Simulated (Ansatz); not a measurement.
C4H9N can be A, `C=C(C)CN`, or B, `CC1CCN1`.

Calculated with Ansatz (gas phase, PBE0-D4/def2-TZVP geometries, no zero-point term in ΔE). CCSD(T)/CBS is the MP2 limit (def2-TZVPP, def2-QZVPP) plus CCSD(T) − MP2 in def2-TZVPP, frozen cores. DFT in def2-TZVPP. B3LYP here is the variant with VWN-RPA as its local correlation; programs differ in this. One conformer a species, not always the lowest.

Q: Which is lower in electronic energy at CCSD(T)/CBS, and by how much? (An estimate is asked.)

A: Ansatz gave: A, by 41.0 kJ/mol.

Q: Give E(B) − E(A) in kJ/mol with PBE-D4, CCSD(T)/def2-TZVPP, B3LYP, PBE0-D4, B3LYP-D4, ωB97M-V, CCSD/def2-TZVPP. (An estimate is asked.)

A: Ansatz gave: PBE-D4 34.3, CCSD(T)/def2-TZVPP 38.6, B3LYP 50.5, PBE0-D4 28.0, B3LYP-D4 49.4, ωB97M-V 34.9, CCSD/def2-TZVPP 37.5. None reverses the order clearly.

Largest T1 diagnostic: 0.010.

In def2-TZVPP, CCSD(T) changes the Hartree–Fock value by −11.4 kJ/mol (the triples alone add +1.1 kJ/mol) and MP2 by −14.8 kJ/mol. From PBE to PBE0 (25 % exact exchange), in def2-TZVPP and without D4, E(B) − E(A) moves by −6.6 kJ/mol.
